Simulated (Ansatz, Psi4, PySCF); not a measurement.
Process, species as SMILES: [C-]#[NH+] (CHN) → [C-]#[NH+] (CHN) as doublet, charge +1 + e-

Property: adiabatic ionisation energy (0 K, with zero-point energies), in eV. Set-up: frozen cores in correlated levels; UHF or UKS for open shells; spin-orbit terms left out; no dispersion term unless named; six Cartesian d functions in 6-31G* and its kin unless marked 5d; non-relativistic; 6-311+G** with 5d. Ab initio and DFT rows: single points at B3LYP-D3(BJ) geometries (Ansatz, a quantum-chemistry and plane-wave program), with unscaled harmonic terms from B3LYP/6-31G* at its own minima. A UHF reference is markedly spin-contaminated in at least one set, which strains HF and MP2. The spin state of an ion or metal species was assumed, not searched.

```
level                           program  adiabatic ionisation energy (0 K, with zero-point energies) (eV)
-----------------------  --------------  ----------------------------------------------------------------
PBE/def2-SVP                     Ansatz                                                             11.81
B3LYP/6-31G*                     Ansatz                                                             11.98
B3LYP/def2-SVP                   Ansatz                                                             11.99
B3LYP/6-311+G**                  Ansatz                                                             12.19
wB97X-D/6-31G*                     Psi4                                                             11.98
wB97X-D/6-311+G**                  Psi4                                                             12.13
MP2/STO-3G                       Ansatz                                                              9.72
MP2/6-311+G**                    Ansatz                                                             12.14
B3PW91/6-31G* (5d)                PySCF                                                             11.90
B3LYP-D3(BJ)/def2-TZVPD  Ansatz + dftd3                                                             12.16
```

No value to compare with is used here. The 9 habitual levels span 9.72 (MP2/STO-3G) to 12.19 eV (B3LYP/6-311+G**); B3LYP-D3(BJ)/def2-TZVPD gives 12.16.

The levels are drawn from those run, B3LYP/6-31G* more often than the rest, none by its result; runs whose electronic state is in doubt are left out.
